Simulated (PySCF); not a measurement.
**Bond length, frequency and bond energy of Na₂ by level of theory**

State: ¹Σg⁺ (singlet), closed shell. Set-up: basis Na x2c-SVPall; spin-free X2C with a Gaussian nucleus; PySCF 2.14. De refers to Na + Na in their ground configurations, without counterpoise correction.

```json
{"Level": "RHF-MP2", "Re (Å)": "3.219", "ωe (cm⁻¹)": "153", "De (eV)": "0.448", "CPU s a point (SCF and correlation, without the integrals)": "0.029"}
{"Level": "RHF-SCS-MP2", "Re (Å)": "3.220", "ωe (cm⁻¹)": "153", "De (eV)": "0.53", "CPU s a point (SCF and correlation, without the integrals)": "n/a"}
{"Level": "RHF-CCSD", "Re (Å)": "3.215", "ωe (cm⁻¹)": "151", "De (eV)": "0.69", "CPU s a point (SCF and correlation, without the integrals)": "n/a"}
{"Level": "RHF-CCSD(T)", "Re (Å)": "3.215", "ωe (cm⁻¹)": "150", "De (eV)": "0.69", "CPU s a point (SCF and correlation, without the integrals)": "0.48"}
{"Level": "LDA", "Re (Å)": "3.023", "ωe (cm⁻¹)": "163", "De (eV)": "0.90", "CPU s a point (SCF and correlation, without the integrals)": "0.19"}
{"Level": "PBE", "Re (Å)": "3.106", "ωe (cm⁻¹)": "156", "De (eV)": "0.80", "CPU s a point (SCF and correlation, without the integrals)": "0.31"}
{"Level": "BLYP", "Re (Å)": "3.069", "ωe (cm⁻¹)": "156", "De (eV)": "0.80", "CPU s a point (SCF and correlation, without the integrals)": "0.25"}
{"Level": "r²SCAN", "Re (Å)": "3.170", "ωe (cm⁻¹)": "156", "De (eV)": "0.65", "CPU s a point (SCF and correlation, without the integrals)": "0.44"}
{"Level": "PBE0", "Re (Å)": "3.122", "ωe (cm⁻¹)": "160", "De (eV)": "0.71", "CPU s a point (SCF and correlation, without the integrals)": "0.58"}
{"Level": "M06", "Re (Å)": "3.203", "ωe (cm⁻¹)": "141", "De (eV)": "0.87", "CPU s a point (SCF and correlation, without the integrals)": "0.44"}
{"Level": "CAM-B3LYP", "Re (Å)": "3.026", "ωe (cm⁻¹)": "170", "De (eV)": "0.72", "CPU s a point (SCF and correlation, without the integrals)": "0.44"}
```

The bond length runs from 3.023 Å (LDA) to 3.220 Å (RHF-SCS-MP2). De spans 0.45 eV (RHF-MP2, perturbation theory) to 0.90 eV (LDA, local density).

Correlated steps freeze 2 core orbitals. Closed-shell solutions of metal pairs were not tested for spin polarisation, which can lower them a little. Correlated levels converge slowly with the basis: in double zeta they bind strong bonds too weakly, by up to about 1 eV, and carry superposition errors of some tenths. Where the molecule has an RHF reference, its open-shell atoms are computed with UHF.

The whole job (state search and all levels along the bond) took about 0.76 min on 1 thread of Arm Neoverse N1 (shared host), peak memory 0.37 GiB.
